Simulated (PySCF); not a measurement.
# TDDFT excited states: C4H6O

Species: C₄H₆O.
SMILES: `OCC1C=C1`

The calculation used PySCF, TDDFT CAM-B3LYP/def2-SVPD, vertical, gas phase, core orbitals frozen in the response. Geometry: PBE0-D3(BJ)/def2-SVP, one conformer, isolated molecule. Torsions of this conformer, `[OH:1][CH2:2][CH:3]1[CH:4]=[CH:5]1`: O1–C2–C3–C4 89°, H–O1–C2–C3 -55°.

| state | λ (nm) | E (eV) | f | \|μ\| (D) | main configurations (H = HOMO, L = LUMO) |
| --- | --- | --- | --- | --- | --- |
| S1 | 202.9 | 6.11 | 0.039 | 1.29 | H→L (87%) |
| S2 | 194.3 | 6.38 | 0.019 | 0.89 | H-1→L (44%), H-2→L (40%), H→L (9%) |
| S3 | 179.3 | 6.91 | 0.0075 | 0.54 | H→L+1 (64%), H-2→L (8%), H-1→L+1 (8%) |
| S4 | 169.3 | 7.32 | 0.0036 | 0.36 | H-3→L (52%), H-4→L (18%), H→L+1 (9%) |
| S5 | 166.7 | 7.44 | 0.028 | 1.00 | H→L+2 (24%), H→L+1 (18%), H-1→L+1 (17%) |
| S6 | 164.8 | 7.52 | 0.014 | 0.70 | H→L+2 (65%), H-1→L (10%) |
| S7 | 159.0 | 7.80 | 0.0087 | 0.54 | H→L+3 (50%), H-1→L+1 (15%), H-2→L (10%) |
| S8 | 156.2 | 7.94 | 0.036 | 1.09 | H→L+4 (26%), H-1→L+1 (24%), H→L+3 (20%) |
| S9 | 152.6 | 8.13 | 0.065 | 1.45 | H→L+4 (63%), H→L+3 (13%), H-1→L+1 (9%) |
| S10 | 147.8 | 8.39 | 0.0035 | 0.33 | H-1→L+2 (30%), H→L+5 (26%), H-1→L+3 (13%) |

Triplets (Tamm–Dancoff): T1 4.06 eV, H→L (72%), H-1→L (12%); T2 5.91 eV, H-2→L (46%), H-1→L (44%); T3 6.56 eV, H→L+1 (39%), H-2→L (14%), H-1→L+1 (11%); T4 6.93 eV, H-3→L (54%), H-4→L (23%).

The lowest singlet lies at 6.11 eV (203 nm, ultraviolet) and is of moderate strength; its leading configuration is HOMO→LUMO (87%). The most intense listed level is S9 at 8.13 eV (153 nm, f = 0.065), 2.02 eV above S1. Löwdin shares by element: HOMO carbon 59% or more, oxygen 16% (atoms not listed hold the other 25%); LUMO carbon 72% or more, hydrogen 8% or more (atoms not listed hold the other 20%). The listed states span 2.28 eV, and the widest gap between neighbours is 0.53 eV (S2 to S3). Weighted by f, the mean energy of these states is 7.41 eV. The oscillator strengths of these states sum to 0.224; summed over the whole spectrum of an exact calculation they would give the number of electrons, 38 (Thomas–Reiche–Kuhn). All these states lie below the vertical ionisation energy of 9.63 eV (ΔSCF). Singlets were solved by full linear response, triplets in the Tamm–Dancoff approximation.

On one thread, Arm Neoverse N1, on a shared host, this took 87 s of wall time.
